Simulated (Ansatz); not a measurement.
Input and output for C2H7P, SMILES `CPC`.

```yaml
crystal:
  periodic: [false, false, false]
  atoms:
    - {symbol: C, position_ang: [-0.986639, 0.590930, -0.957464]}
    - {symbol: P, position_ang: [0.674986, 0.894371, -0.011626]}
    - {symbol: C, position_ang: [0.682169, -0.640908, 1.167588]}
    - {symbol: H, position_ang: [-1.096602, -0.484606, -1.338845]}
    - {symbol: H, position_ang: [-1.055071, 1.312180, -1.845758]}
    - {symbol: H, position_ang: [-1.861125, 0.824978, -0.253220]}
    - {symbol: H, position_ang: [1.584889, 0.331237, -1.052600]}
    - {symbol: H, position_ang: [-0.097244, -0.476998, 1.992883]}
    - {symbol: H, position_ang: [1.707722, -0.727200, 1.672312]}
    - {symbol: H, position_ang: [0.446913, -1.623984, 0.626719]}
basis:
  gaussian: {orbitals: def2-TZVP}
hamiltonian: {xc: {name: B97}}
```

```sh
$ ansatz run in.yaml --threads 4 --pin off --events-out ev --progress --plain --max-ram 10444MiB
```

Shortened log:

```
Functional definition: B97
950 factors; their error is unknown
mean field evaluation 1: about -11467.7237 eV, gradient 5.9e1 eV
mean field evaluation 2: about -11460.5759 eV, gradient 7.4e1 eV
mean field evaluation 4: about -11475.8928 eV, gradient 1.9e0 eV
mean field evaluation 8: about -11475.9021 eV, gradient 7.6e-2 eV
mean field evaluation 16: about -11475.8941 eV, gradient 7.1e-5 eV
mean field -11475.89405544 eV, -421.7313278972 hartree, gradient 7.1e-5 eV, S^2 0.000000; 0 other end points of the search recorded, 0 dependent functions left out
reference -11475.89408035 eV, -421.7313288124 hartree; 17, 17 occupied and 124, 124 virtual orbitals, 950 factors
Total energy: -11475.89408035 eV, -421.7313288124 hartree
```

It took 2.2 s on 4 threads of an Arm Neoverse V1 on a shared host, with 0.29 GiB of host memory at the peak.
